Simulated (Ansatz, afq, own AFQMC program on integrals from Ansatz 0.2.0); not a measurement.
## AlHO, singlet: AFQMC among the cluster methods

```yaml
atoms:
  - { symbol: Al, position_ang: [0.0000, 0.0000, 1.6121] }
  - { symbol: O, position_ang: [0.0000, 0.0000, -0.2717] }
  - { symbol: H, position_ang: [0.0000, 0.0000, -1.3405] }
```

Connectivity, by distances: Al–OH.

Basis cc-pVDZ. Only valence electrons are correlated. Integrals, coupled cluster, full CI and functionals: Ansatz 0.2.0; the random walks run on the same integrals in our own AFQMC program. ph-AFQMC/CISD is guided by a CISD state made of CCSD amplitudes; releasing the constraint for a short imaginary time cuts its bias at the price of noise, slowly where states lie close. ± is one standard error of the sampling.

Determinant: RHF, the one that the program's search chose, which needn't be the lowest solution. The geometry is a point of a scan.

No full CI on the walks' own integrals is used here; CCSDT(Q) serves as the reference and is uncertain by about the last step of the cluster series.

Cautions: higher spins were not checked; raised T1 diagnostic (T1 0.025, weight of the determinant 0.88, largest double 0.11).

The T1 diagnostic is 0.0247, the weight of the determinant in the CISD state is 0.878 and the size of the correlated space is 10 electrons in 31 orbitals.

| level | correlation energy (eV) |
| --- | --- |
| MP2 | -6.6642 |
| CCSD | -7.0850 |
| CCSD(T) | -7.2744 |

(1) Estimate where phaseless AFQMC with a CISD trial lies against CCSD(T) on the same integrals.

(1) 1.7 ± 1.3 kJ/mol below CCSD(T). The gap is under twice the noise, so this walk alone can't tell the two apart.

Reference: CCSDT(Q), correlation energy -7.318 eV. The released energy is read at 2.40 1/Eh (meV from the phaseless value at times in 1/Eh: -10 ± 15 at 0.24, -27 ± 13 at 0.51, -28 ± 14 at 0.99, -25 ± 16 at 1.62, -33 ± 21 at 2.40).

| level | E − E(reference) (kJ/mol) | share of correlation (%) |
| --- | --- | --- |
| CCSD(T) | 4.3 | 99.40 |
| CCSDT | 2.8 | 99.60 |
| ph-AFQMC/HF | -5.1 ± 5.0 | 100.72 |
| ph-AFQMC/CISD | 2.5 ± 1.3 | 99.64 |
| released AFQMC | -0.6 ± 2.0 | 100.09 |

A walk keeps the symmetry of its determinant, which the program's search chose and which needn't be the lowest solution, so a lower state of the same spin and another symmetry isn't excluded. Released energies are given only where the last usable release times agree within the noise; a slower fall can still hide under it.
